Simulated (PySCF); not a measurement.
**CH3NO: calculation against experiment**

**Experimental background.**

From NIST CCCBDB Release 22 (SRD 101), experimental dipoles, for the gas: dipole moment (microwave Stark effect, vibrational ground state) 2.32 D.

The runs below try to reproduce these values; the comparison stands at the end.

CH₃NO.
Atom-mapped SMILES: `[CH3:1][N:2]=[O:3]` (hydrogens: H4, H5, H6 on C1)

Structure used (PBE0-D3(BJ)/def2-TZVP), in Å, numbered top down from 1:
```xyz
6
CH3NO angstrom
C     -0.3989    0.0697    0.1185
N      0.9405   -0.5315    0.1185
O      1.6445   -0.1456   -0.7639
H     -0.5328    0.5437    1.0949
H     -1.1148   -0.7548    0.0616
H     -0.5264    0.7792   -0.7010
```

Runs made with PySCF (gas phase, on this PBE0-D3(BJ)/def2-TZVP geometry; no spin–orbit coupling):

```csv
level,job,basis functions,wall time
"PBE0-D3(BJ)/def2-TZVP, grid level 2",geometry optimisation from a GFN2-xTB start shaken at random,111,19 s
B97-2/pcSseg-2,shieldings,150,4.0 s
KT3/pcSseg-2,shieldings,150,7.3 s
PBE0/pcSseg-2,"shieldings, charges and field gradients",150,6.1 s
wB97X-D/pcSseg-2,shieldings,150,5.4 s
CAM-B3LYP/aug-cc-pVTZ,"10 singlets by full TDDFT, 4 Tamm–Dancoff triplets, polarisability",207,7.9 s
PBE0/aug-cc-pVTZ,"10 singlets by full TDDFT, 4 Tamm–Dancoff triplets, polarisability, dynamic polarisability",207,8.0 s
wB97X-D/aug-cc-pVTZ,"10 singlets by full TDDFT, 4 Tamm–Dancoff triplets, polarisability, ΔSCF ions",207,26 s
```

Hardware: one thread, AMD EPYC 7R43 (x86_64), shared host.

**Comparison with experiment**

**Dipole moment.** Measured: 2.32 D (NIST CCCBDB Release 22 (SRD 101), experimental dipoles).

| level | computed (D) | computed − measured (D) | % (from the printed values) |
| --- | --- | --- | --- |
| PBE0-D3(BJ)/def2-TZVP | 2.43 | +0.11 | +5 |
| B97-2/pcSseg-2 | 2.45 | +0.13 | +6 |
| KT3/pcSseg-2 | 2.29 | -0.03 | -1 |
| PBE0/pcSseg-2 | 2.48 | +0.16 | +7 |
| wB97X-D/pcSseg-2 | 2.51 | +0.19 | +8 |
| CAM-B3LYP/aug-cc-pVTZ | 2.51 | +0.19 | +8 |
| PBE0/aug-cc-pVTZ | 2.44 | +0.12 | +5 |
| wB97X-D/aug-cc-pVTZ | 2.46 | +0.14 | +6 |

The computed dipoles belong to one fixed geometry; measured ones are averaged over vibrations unless marked μe. Magnitudes are compared, not signs.

The geometry is computed, not the measured one. Where a level misses, the cause wasn't examined.
